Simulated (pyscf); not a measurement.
**Routes from H₃Si–SeH + hydrogen fluoride (HF)**

Candidate steps break at most two bonds and form at most two. Each was searched with GFN2-xTB (tblite) first. PySCF, gas phase, ωB97X-D3(BJ)/def2-SVP geometries. Energies: ωB97M-D3(BJ)/def2-TZVP, kcal/mol, from the separated reactants, singlet surface; ΔG‡ with ideal gas, 1 atm, RRHO with modes under 100 cm⁻¹ raised to 100, one conformer, R ln 2 for chiral ones without a mode under 150 cm⁻¹.

| products | type | ΔE‡ | ΔE | ΔG‡ 298 K | ΔG‡ 900 K | ν‡ (cm⁻¹) |
|---|---|---|---|---|---|---|
| H₂Se + F–SiH₃ | four-centre exchange | 23.9 | -17.9 | 32.9 | 54.3 | 548i |
| F–SiH₂–SeH + H₂ | four-centre exchange | 28.2 | -28.4 | 37.3 | 58.2 | 1183i |

Row 1: On the reactant side the descent ends in a complex, 5.7 kcal/mol under the separated species and 31.0 kcal/mol under the saddle at ωB97X-D3(BJ)/def2-TZVP. Row 2: On the reactant side the descent ends in a complex, 5.7 kcal/mol under the separated species and 34.3 kcal/mol under the saddle at ωB97X-D3(BJ)/def2-TZVP. 

Plain bond fissions and candidates not yet searched are not listed, and one of them may be faster. Each barrier is that of the saddle found; lower ones may exist. Elements up to Kr have no core potential and no relativistic terms here.
